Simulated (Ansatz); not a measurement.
Crystal: SO, rock salt type, 2 atoms in the cell.

Computed with Ansatz 0.2.0 development build, PBE, plane waves, PAW datasets (generated soft set 1).

Cutoff 420 eV; k-mesh 14×14×14 Γ-centred; Fermi–Dirac smearing of 0.0612 eV; no spin polarisation.

```
V (Å³/atom)   a (Å)  E − E(min) (meV/atom)  P (GPa)
     11.602  4.5276                  20.23     9.21
     11.849  4.5595                   8.72     5.81
     12.096  4.5910                   2.15     2.77
     12.342  4.6220                   0.00     0.05
     12.589  4.6526                   1.84    -2.39
     12.836  4.6828                   7.23    -4.56
     13.083  4.7127                  15.80    -6.51
```

(1) Fit a third-order Birch–Murnaghan equation of state to the energies.

## Answers

(1) V₀ = 12.348 Å³/atom (a₀ = 4.623 Å), B₀ = 128 GPa, B₀′ = 4.49.

The published all-electron PBE values for this crystal (mean of FLEUR and WIEN2k, k-spacing 0.06 Å⁻¹; Bosoni et al., Nat. Rev. Phys. 6, 45 (2024)) are V₀ = 12.341 Å³/atom, B₀ = 128.2 GPa, B₀′ = 4.54. This run's mesh is coarser (spacing 0.17 Å⁻¹), so part of any difference comes from k-sampling.

The stress includes the program's correction for the finite plane-wave basis.

This cubic structure is a model: it isn't the usual form of the substance at ambient conditions, and such phases are metastable or hypothetical. The k-mesh is modest, so these values aren't fully converged in k.
